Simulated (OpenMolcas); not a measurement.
**B97-2/ANO-R2 (DKH8, RICD fitting) run of C2H3ClF2 (1-chloro-1,1-difluoroethane)**

What is the energy change on altering one bond length of C2H3ClF2 (1-chloro-1,1-difluoroethane) at B97-2/ANO-R2 (DKH8, RICD fitting)? 

Program for the calculation: OpenMolcas 26.06.

### Step 1. The structure to begin with

C2H3ClF2: 8 atoms, total charge 0, spin state singlet. As SMILES, `CC(F)(F)Cl`. The coordinates come from a GFN2-xTB relaxation.

Bond lengths: C1–C2 1.508 Å, C2–F3 1.347 Å, C2–F4 1.346 Å, C2–Cl5 1.793 Å, C1–H6 1.086 Å, C1–H7 1.089 Å, C1–H8 1.086 Å. Some angles: C1–C2–F3 111.6°, C1–C2–F4 111.6°, C1–C2–Cl5 112.0°, F3–C2–F4 105.6°, F3–C2–Cl5 107.8°, F4–C2–Cl5 107.9°, C2–C1–H6 109.5°, C2–C1–H7 108.7°, C2–C1–H8 109.5°, H6–C1–H7 109.6°.

### Step 2. A single-point energy at B97-2/ANO-R2 (DKH8, RICD fitting)

The input, job.inp:

```
&GATEWAY
 Coord
 8
 bohr
 C     -1.13128454    -0.58371750     0.91217080
 C      0.99142591     0.34041526    -0.74897405
 F      3.25815240     0.02426408     0.36632341
 F      1.11346443    -0.96723742    -2.92765820
 Cl     0.66299151     3.62247270    -1.52092717
 H     -1.13941037     0.47859204     2.66804762
 H     -0.83463534    -2.57987300     1.31284943
 H     -2.92070401    -0.33493506    -0.06185074
 Basis=ANO-R2
 Group=NoSym
 RICD

&SEWARD
 Relativistic=R08O02
 Expert

&SCF
 KSDFT=HYB_GGA_XC_B97_2
 PrOrbitals=0
```

Run with:

```sh
$ export MOLCAS_MEM=1860
$ pymolcas job.inp > job.log
```

Output, shortened:

```text
--- Start Module: gateway ---
[...]
--- Stop Module: gateway /rc=_RC_ALL_IS_WELL_ ---
[...]
--- Start Module: seward ---
[...]
 ###    WARNING:  EXPERT option is ON!                                       ###
 ###############################################################################
               SEWARD will generate:
[...]
      Basis functions          213
--- Stop Module: seward /rc=_RC_ALL_IS_WELL_ ---
[...]
--- Start Module: scf ---
[...]
       Convergence after  12 Iterations
[...]
::    Total KS-DFT energy                            -739.6312466413
[...]
      Total spin, S                                     0.0000000000
[...]
      Total electronic charge=   50.000000
      Total            charge=   -0.000000
[...]
      Dipole Moment (debye):
      Origin of the operator (angstrom)=    0.5273    0.5471   -0.5077
                   X= -1.6672E+00               Y= -7.0329E-01               Z=  1.2913E+00           Total=  2.2230E+00
      Quadrupole Moment (debye*angstrom):
[...]
--- Stop Module: scf /rc=_RC_ALL_IS_WELL_ ---
[...]
```

Wall time 92 s (1 thread of Arm Neoverse V1, shared host); peak memory 0.34 GiB.

### Step 3. The distorted shape at the same level

The input, job.input:

```
&gateway
 coord
 8
 bohr
 C     -2.19265300    -1.04578956     1.74275457
 C      0.99142591     0.34041526    -0.74897405
 F      3.25815240     0.02426408     0.36632341
 F      1.11346443    -0.96723742    -2.92765820
 Cl     0.66299151     3.62247270    -1.52092717
 H     -2.20077882     0.01651999     3.49863139
 H     -1.89600379    -3.04194506     2.14343320
 H     -3.98207246    -0.79700711     0.76873303
 basis=ANO-R2
 group=NoSym
 ricd

&seward
 relativistic=R08O02
 expert

&scf
 ksdft=HYB_GGA_XC_B97_2
 prorbitals=0
```

Run with:

```sh
$ export MOLCAS_MEM=1860
$ pymolcas job.input > job.log
```

Output, shortened:

```text
--- Start Module: gateway ---
[...]
--- Stop Module: gateway /rc=_RC_ALL_IS_WELL_ ---
[...]
--- Start Module: seward ---
[...]
 ###    WARNING:  EXPERT option is ON!                                       ###
 ###############################################################################
               SEWARD will generate:
[...]
      Basis functions          213
--- Stop Module: seward /rc=_RC_ALL_IS_WELL_ ---
[...]
--- Start Module: scf ---
[...]
       Convergence after  13 Iterations
[...]
::    Total KS-DFT energy                            -739.5296063495
[...]
      Total spin, S                                     0.0000000000
[...]
      Total electronic charge=   50.000000
      Total            charge=   -0.000000
[...]
      Dipole Moment (debye):
      Origin of the operator (angstrom)=    0.4429    0.5104   -0.4417
                   X= -1.6860E+00               Y= -6.6242E-01               Z=  1.2914E+00           Total=  2.2247E+00
      Quadrupole Moment (debye*angstrom):
[...]
--- Stop Module: scf /rc=_RC_ALL_IS_WELL_ ---
[...]
```

It took 1.8 min on 1 thread of Arm Neoverse V1, shared host; peak memory 0.34 GiB.

### Step 4. Results

Level: B97-2/ANO-R2 (DKH8, RICD fitting).

| quantity | value |
| --- | --- |
| first shape: total energy | -739.63125 Eh |
| first shape: dipole moment | 2.22 D |
| first shape: HOMO energy | -9.01 eV |
| first shape: LUMO energy | 0.28 eV |
| first shape: HOMO–LUMO gap | 9.30 eV |
| distorted shape: total energy | -739.52961 Eh |
| distorted shape: dipole moment | 2.22 D |
| distorted shape: HOMO energy | -8.09 eV |
| distorted shape: LUMO energy | -2.02 eV |
| distorted shape: HOMO–LUMO gap | 6.07 eV |
| energy change with the C1–C2 bond stretched from 1.508 to 2.262 Å | 2.766 eV |

With the C1–C2 bond stretched from 1.508 to 2.262 Å the energy rises by 2.77 eV (267 kJ/mol). The first shape isn't relaxed at this level, so the change isn't measured from a minimum. Mulliken charges (first shape) run from -0.15 on F3 to +0.28 on C2. Mulliken charges (distorted shape) run from -0.20 on C1 to +0.24 on C2.
